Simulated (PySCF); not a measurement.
Estimate the missing entries of this data sheet.

Species: C3H7ClO.
SMILES: `OC[C@H](C)Cl`

Conformer (atom-mapped SMILES and torsion angles): `[CH3:1][C@H:2]([Cl:3])[CH2:4][OH:5]`: C1–C2–C4–O5 59°, H–O5–C4–C2 56°.

```tsv
property	level	value
point group	PBE0-D3(BJ)/def2-SVP	C1
rotational constants A, B, C	PBE0-D3(BJ)/def2-SVP	?
dipole moment	wB97X-D/def2-SVPD	1.81 D
HOMO energy	wB97X-D/def2-SVPD	-10.16 eV
LUMO energy	wB97X-D/def2-SVPD	?
lowest singlet excitation	TDDFT wB97X-D/def2-SVPD	7.41 eV (167 nm, f = 0.001)
strongest line among the 10 lowest singlet transitions	TDDFT wB97X-D/def2-SVPD	S7 at 8.72 eV (142 nm, f = 0.057)
lowest triplet excitation (Tamm–Dancoff)	TDA wB97X-D/def2-SVPD	6.77 eV
static isotropic polarisability	wB97X-D/def2-SVPD	?
vertical ionisation energy	ΔSCF wB97X-D/def2-SVPD	?
electronic spatial extent ⟨r²⟩ about the centre of nuclear charge	wB97X-D/def2-SVPD	564 bohr²
13C chemical shifts (computed TMS as zero) by class	GIAO PBE0/pcSseg-1	68.6 (1 C), 68.5 (1 C), 22.5 (1 C) ppm
1H chemical shifts (computed TMS as zero) by class	GIAO PBE0/pcSseg-1	3.93 (1 H), 3.75 (1 H), 3.41 (1 H), 1.52 (3 H), 1.15 (1 H) ppm
isotropic shieldings of nuclei other than C and H, by class	GIAO PBE0/pcSseg-1	321 (1 O), 810 (1 Cl) ppm
core binding energies	ΔSCF SCAN, pcX-2 on the ionised atom, pcseg-1 elsewhere, spin-free X2C, 2p3/2 from a spin–orbit splitting computed afterwards within the 2p shell	Cl2p3/2 205.9, C1s 291.1, C1s 292.5, C1s 292.6, O1s 538.9, Cl1s 2828.5 eV
```

Gas-phase values; electronic properties from PySCF, density fitting. Geometry: PBE0-D3(BJ)/def2-SVP, one conformer, isolated molecule. NMR classes are plain means over equivalent atoms (diastereotopic ones count apart unless rotation or inversion swaps them), as if these changed places fast; in this geometry the members of some classes differ.

(1) The rotational constants A, B, C?

(2) What is the static isotropic polarisability?

(3) The LUMO energy?

(4) The vertical ionisation energy?

Answers

(1) 4.940, 3.193, 2.385 GHz.

(2) 56.8 au.

(3) 2.05 eV.

(4) 10.62 eV.

The principal polarisabilities are 51.6, 55.9 and 63.0 au; their mean is the isotropic value. The 10 singlets span 7.41 to 9.29 eV, and their oscillator strengths add up to 0.27. The dipole equals about 6.0 × 10⁻³⁰ C·m (1 D = 3.33564 × 10⁻³⁰ C·m). With B = h/(8π²I), that is 505.379 GHz u Å² over I, the principal moments of inertia are 102.3, 158.3 and 211.9 u Å² (most abundant isotopes). The rotational constants make it an asymmetric top with κ = (2B − A − C)/(A − C) = -0.37, nearer the prolate limit (−1).
